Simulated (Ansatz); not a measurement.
# Relaxing Cd3C2

All numbers below come from Ansatz, DFT r2SCAN, scalar-relativistic, plane waves, PAW.

Cd3C2 was placed on the A-type sesquioxide structure type (P-3m1, No. 164), with C in place of La, Cd in place of O, at a guessed volume.

Input of the last, converged step (default PAW datasets):

```yaml
crystal:
  lattice:
    - [3.8938566739, 0.0, 0.0]
    - [-1.9469283369, 3.3721787983, 0.0]
    - [0.0, 0.0, 6.0034283303]
  atoms:
    - { symbol: Cd, position: [0.0, 0.0, 0.0] }
    - { symbol: Cd, position: [0.3333333333, 0.6666666667, 0.6621458806] }
    - { symbol: Cd, position: [0.6666666667, 0.3333333333, 0.3378541194] }
    - { symbol: C, position: [0.3333333333, 0.6666666667, 0.2384653259] }
    - { symbol: C, position: [0.6666666667, 0.3333333333, 0.7615346741] }
basis:
  ecutwfc: 500
kpoints:
  mp_grid: { grid: [12, 12, 6] }
hamiltonian:
  xc: r2scan
scf:
  occupations: { method: gaussian, width: 0.1 }
output:
  forces: true
  stress: true
  eigenvalues: true
relax:
  adjacent_minimum: "off"
  f_tol: 0.01
  max_steps: 80
  cell: { stress_tol: 0.05 }
```

It can be run as:

```bash
ansatz run input.yaml --threads 1 --pin off --backend cpu --events-out ev --progress --plain --runs-dir out  # memory cap (--max-ram) not shown
```

The program printed at the end:

```
SCF converged after 6 iterations
Free energy (F): -25300.667137 eV
Harris-Foulkes:  -25300.667137 eV  (|F-HF|=0.00e0)
Internal energy: -25300.654065 eV  (E = F + TS)
E sigma→0 (E₀):  -25300.660601 eV
Entropy (-TS):   -0.013072 eV (-2.614 meV/atom)
Fermi energy:    13.057809 eV
--- Per-component energies (eV) ---
  E_band       = -1248.524988
  E_kinetic    = 1678.773933
  E_local      = -9344.382304  (includes V_loc(G=0)·N_el)
  E_nonlocal   = 156.043389
  E_hartree    = 4377.913295
  E_xc         = -596.966158
  E_vxc        = -863.821564  (∫ρ·V_xc dr)
  E_paw        = -12515.014173  (= ΣΔE_a)
  E_vpaw       = -1689.295319  (= ΣTr[D̂ρ^β])
  E_aug_tail   = 0.000021  (compensation charges beyond the density's cutoff)
  E_vtau       = 58.330115  (kinetic-family band-sum trace: ∫τ·v_τ [+ j·A + Jᵃ·Aᵃ] dr)
  E_ewald      = -9055.278209
  E_core_change = -1.743860  (= ΣΔE_core)
  E_smearing   = -0.013072  (= −TS)
  E_closure    =  0.000000  (closes the sum)
  Σ components = -25300.667137   (vs F -25300.667137, Δ=0.00e0)
--- Forces (eV/Å), atoms counted from 1 ---
  atom   1  Cd     0.00000000     0.00000000     0.00000000
  atom   2  Cd     0.00000000     0.00000000     0.00019918
  atom   3  Cd     0.00000000     0.00000000    -0.00019918
  atom   4  C      0.00000000     0.00000000    -0.00638373
  atom   5  C      0.00000000     0.00000000     0.00638373
  max |Σ_I F_I| component: 5.55e-17 eV/Å
--- Stress (GPa, compression-positive) ---
        0.049245       0.000000       0.000000
        0.000000       0.049245       0.000000
        0.000000       0.000000       0.010946
  P = ⅓ Tr σ = 0.0365 GPa (0.365 kbar)
--- Relaxed structure (5 steps of the walk, 4 accepted, 1 SCFs on fresh bases) ---
  F+E_penalty+E_count = -25300.66713684 eV   max|allowed force component| = 6.384e-3 eV/Å   (the final SCF, on the basis selected at the relaxed cell)
  cell:  # Å, volume = 78.6457 Å³
    - [3.932069, 0.000000, 0.000000]
    - [-1.966035, 3.405272, 0.000000]
    - [0.000000, 0.000000, 5.873572]
  atoms:
    - { symbol: Cd, position: [0.000000, 0.000000, 0.000000] }
    - { symbol: Cd, position: [0.333333, 0.666667, 0.666455] }
    - { symbol: Cd, position: [0.666667, 0.333333, 0.333545] }
    - { symbol: C, position: [0.333333, 0.666667, 0.241280] }
    - { symbol: C, position: [0.666667, 0.333333, 0.758720] }
```

Total energies depend on the potentials used, so only differences within one code and one set of settings carry meaning.

The result has space group P-3m1 (No. 164). Cd on Wyckoff site a (1 atom of the primitive cell) has 6 C at 2.68 Å and 6 Cd at 3.00 Å; Cd on Wyckoff site d (2 atoms of the primitive cell) is coordinated by 3 C at 2.33 Å and 1 C at 2.50 Å; C has 3 Cd at 2.33 Å, 1 Cd at 2.50 Å and 3 Cd at 2.68 Å.

Against the elements it lies at 1.44 eV/atom. The zero of energy is the elements' standard structures at the same level; no fitted shifts are applied.

The k mesh leaves about 4 meV/atom of noise in metals.

Symmetry constrained the relaxation, so the result can be a saddle point.